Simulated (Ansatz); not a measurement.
## Molecular dynamics of AlClH$_{2}$O

The input (input.yaml):

```yaml
crystal:
  periodic: [false, false, false]
  atoms:
    - { symbol: Al, position_ang: [0.233168, 0.168191, -0.472677] }
    - { symbol: O, position_ang: [0.747299, 0.060548, 1.273409] }
    - { symbol: H, position_ang: [0.621037, -0.400993, 2.12105] }
    - { symbol: H, position_ang: [1.708571, -0.125215, 0.355772] }
    - { symbol: Cl, position_ang: [-1.864175, 0.01607, -0.795153] }
basis:
  gaussian: { orbitals: def2-SVP }
hamiltonian:
  xc: r2scanh
  dispersion: d4
md:
  timestep: 0.5
  n_steps: 200
  ensemble: nve
  temperature: 100.0
  initial_velocities: maxwell_boltzmann
  seed: 2746
```

Run as:

```bash
$ ansatz run input.yaml --threads 1 --pin off --max-ram 2048MiB --backend cpu --events-out ev --progress --plain --runs-dir out
```

It starts at the highest image of a converged band. Of that band: Neighbouring images differ by up to 1.3 eV, so the band resolves the path poorly. A vibrational analysis at the climbing image gives one clearly imaginary mode, 1411i cm⁻¹: a first-order saddle point.

Output, in part (step lines, the closing report, with atoms numbered from 0):

```
md step     0: t =     0.00 fs  T =   100.0 K  F+E_penalty+E_count = -21189.07408919 eV  E_kin = 0.038778 eV  conserved = -21189.03531119 eV  (25 SCF iters)
md step     1: t =     0.50 fs  T =    95.2 K  F+E_penalty+E_count = -21189.07215867 eV  E_kin = 0.036918 eV  conserved = -21189.03524107 eV  (26 SCF iters)
md step     2: t =     1.00 fs  T =    83.0 K  F+E_penalty+E_count = -21189.06730116 eV  E_kin = 0.032195 eV  conserved = -21189.03510625 eV  (26 SCF iters)
md step     3: t =     1.50 fs  T =    68.6 K  F+E_penalty+E_count = -21189.06156668 eV  E_kin = 0.026599 eV  conserved = -21189.03496729 eV  (22 SCF iters)
md step     4: t =     2.00 fs  T =    57.3 K  F+E_penalty+E_count = -21189.05711191 eV  E_kin = 0.022238 eV  conserved = -21189.03487381 eV  (24 SCF iters)
md step     5: t =     2.50 fs  T =    53.0 K  F+E_penalty+E_count = -21189.05540207 eV  E_kin = 0.020548 eV  conserved = -21189.03485411 eV  (23 SCF iters)
md step     6: t =     3.00 fs  T =    56.3 K  F+E_penalty+E_count = -21189.05674908 eV  E_kin = 0.021837 eV  conserved = -21189.03491241 eV  (22 SCF iters)
md step     7: t =     3.50 fs  T =    65.0 K  F+E_penalty+E_count = -21189.06024078 eV  E_kin = 0.025212 eV  conserved = -21189.03502924 eV  (23 SCF iters)
[... lines left out ...]
Total energy: -21190.36429158 eV, -778.7315243709 hartree
Atom 0 at     0.316011     0.116731    -0.420348 Å, force    -1.886130     0.350811    -0.167162 eV/Å
Atom 1 at     0.560877     0.206757     1.299709 Å, force     1.274635    -0.009871    -3.666711 eV/Å
Atom 2 at     0.268587     0.187280     2.184049 Å, force    -0.531265    -0.073547     1.109176 eV/Å
Atom 3 at     0.415447     0.277502    -2.285010 Å, force     1.240435    -0.123880     2.367443 eV/Å
Atom 4 at    -1.796302    -0.038927    -0.773553 Å, force    -0.097675    -0.143514     0.357254 eV/Å
Dipole moment:     0.572191    -0.016457     0.316565 e Å
```

The steps, from the saved trajectory:

| time (fs) | T (K) | potential energy less start (eV) | conserved less start (meV/atom) |
| --- | --- | --- | --- |
| 0.0 | 100 | 0.000 | 0.00 |
| 3.0 | 56 | 0.017 | 0.08 |
| 6.0 | 55 | 0.018 | 0.07 |
| 9.0 | 89 | 0.004 | 0.00 |
| 12.0 | 66 | 0.014 | 0.09 |
| 15.0 | 149 | -0.018 | 0.11 |
| 18.0 | 556 | -0.176 | 0.10 |
| 21.0 | 1725 | -0.629 | 0.22 |
| 24.0 | 4081 | -1.544 | -0.02 |
| 27.0 | 6198 | -2.367 | -0.48 |
| 30.0 | 6285 | -2.400 | -0.34 |
| 33.0 | 5135 | -1.953 | -0.06 |
| 36.0 | 4046 | -1.530 | 0.01 |
| 39.0 | 3699 | -1.396 | -0.14 |
| 42.0 | 3440 | -1.297 | -0.42 |
| 45.0 | 1485 | -0.537 | 0.00 |
| 48.0 | 1177 | -0.418 | -0.02 |
| 51.0 | 2769 | -1.037 | -0.39 |
| 54.0 | 2989 | -1.120 | -0.04 |
| 57.0 | 3335 | -1.255 | -0.04 |
| 60.0 | 4303 | -1.630 | -0.07 |
| 63.0 | 5699 | -2.172 | -0.14 |
| 66.0 | 6595 | -2.521 | -0.47 |
| 69.0 | 5423 | -2.065 | -0.20 |
| 72.0 | 3319 | -1.248 | 0.08 |
| 75.0 | 1762 | -0.644 | 0.13 |
| 78.0 | 1246 | -0.444 | 0.10 |
| 81.0 | 2001 | -0.737 | 0.08 |
| 84.0 | 3642 | -1.373 | -0.01 |
| 87.0 | 5104 | -1.941 | -0.18 |
| 90.0 | 5467 | -2.083 | -0.31 |
| 93.0 | 4599 | -1.745 | -0.11 |
| 96.0 | 3553 | -1.338 | 0.09 |
| 99.0 | 3326 | -1.251 | 0.04 |

All steps were run. The conserved energy stayed within 0.62 meV per atom of its start (net change 0.11 meV per atom), so the integration is sound. The kinetic energy rose, since the run started high on the potential surface and went downhill. A run of 0.1 ps of so small a system gives no equilibrium averages. The orbitals stay closed-shell, which can raise the energy where a bond breaks towards radicals; this wasn't checked here.

Between its relaxed ends the band would form O2–H4 and break Al1–H4. These pairs go: O2–H4 1.34 → 3.59 Å, Al1–H4 1.72 → 1.87 Å. In the last frame they stand as before the step (other bonds may differ from the relaxed reactants and products). These pairs come and go: their bonding changes 6 times, last at 99 of 100 fs, so the outcome isn't settled. It ends as one piece, AlClH2O. Pairs count as bonded within 1.25 times the sum of covalent radii (0.12 Å more for H–H).

Last frame:

```xyz
5
Properties=species:S:1:pos:R:3
Al 0.316 0.117 -0.420
O 0.561 0.207 1.300
H 0.269 0.187 2.184
H 0.415 0.278 -2.285
Cl -1.796 -0.039 -0.774
```

The run took 7.2 min on 1 thread of Intel(R) Xeon(R) Platinum 8488C (Sapphire Rapids) (shared host), peak memory 0.14 GiB.
